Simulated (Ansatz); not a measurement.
**How methods differ on BH (SMILES [BH])**

The species is BH (2 atoms), meant as a singlet with charge 0. As SMILES, `[BH]`. Geometry: the measured bond length.

| atom | x (Å) | y (Å) | z (Å) |
| --- | --- | --- | --- |
| B | 0.0000 | 0.0000 | 0.0000 |
| H | 0.0000 | 0.0000 | 1.2324 |

Quantity: the energy change with the B1–H2 bond stretched from 1.232 to 1.849 Å, in eV. The values are calculated.

```tsv
level	kind	program	value (eV)	less FCI/3-21G
HF/3-21G (restricted)	Hartree–Fock	Ansatz	1.57	+0.47
BHLYP/3-21G (restricted)	global hybrid	Ansatz	1.48	+0.38
r2SCAN0/3-21G (restricted)	hybrid meta-GGA	Ansatz	1.32	+0.22
HSE06/3-21G (restricted)	range-separated hybrid	Ansatz	1.29	+0.19
wB97X/3-21G (restricted)	range-separated hybrid	Ansatz	1.39	+0.29
CCSDT/3-21G (restricted)	coupled cluster or CI	Ansatz	1.10	0.00
CCSDTQ/3-21G (restricted)	coupled cluster or CI	Ansatz	1.10	0.00
FCI/3-21G	exact in the basis	Ansatz	1.10	0.00
```

FCI/3-21G is exact within its basis and frozen core, so for wave-function methods in that basis the difference is their error; functionals converge differently with the basis, so for them it is only a difference. The first shape isn't each level's own minimum. The values span 1.10 to 1.57 eV. All rows use very small basis sets, so even the best lies far from the true value.
